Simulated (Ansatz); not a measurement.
We consider fluorite CeO2, described by LDA (PAW; Ansatz, a first-principles code).

Settings: plane-wave cutoff 520 eV, 12×12×12 k mesh, Fermi–Dirac smearing 0.01 eV, no spin polarisation, scalar-relativistic PAW data made under PBE.

Pressure at four volumes; x = ln(V/12.820 Å³). One pressure is withheld.

```
V (Å³/atom)        x  P (GPa)
-----------  -------  -------
12.051       -0.0619    14.60
12.820        0.0000     0.00
13.333        0.0392    -7.41
13.590        0.0583        ?
```

### Question
Pass a parabola P(x) through the three rows shown, estimate the bulk modulus and its pressure derivative near zero pressure, and predict the withheld pressure.

### Answer
Slopes between the rows: (0.00 − (14.60))/(0.0000 − (-0.0619)) = -235.86 and (-7.41 − (0.00))/(0.0392 − (0.0000)) = -189.03 GPa. Their difference over the span 0.1011 is c = 46.83/0.1011 = 463.2 GPa, so P(x) = 14.60 + (-235.86)(x − (-0.0619)) + 463.2 (x − (-0.0619))(x − (0.0000)). At the middle row B = −dP/dx = −[-235.86 + 463.2 × 0.0619] = 207.2 GPa, and B′ = dB/dP = 2c/B = 4.5. At x = 0.0583 the parabola gives -10.50 GPa; the run gives -10.55 GPa. The Birch–Murnaghan fit to the energies at all volumes has B0 = 206 GPa and B′ = 4.4.

Measured, for comparison: bulk modulus 220 ± 9 GPa (room temperature, no zero-point or thermal correction, sources range from 220 to 230; as tabulated in High Pressure Brillouin Spectroscopy and X-ray Diffraction of Cerium Dioxide …). Computed less measured: bulk modulus -6 % (-6 % to -10 % over the range).

Spin–orbit coupling is not included.
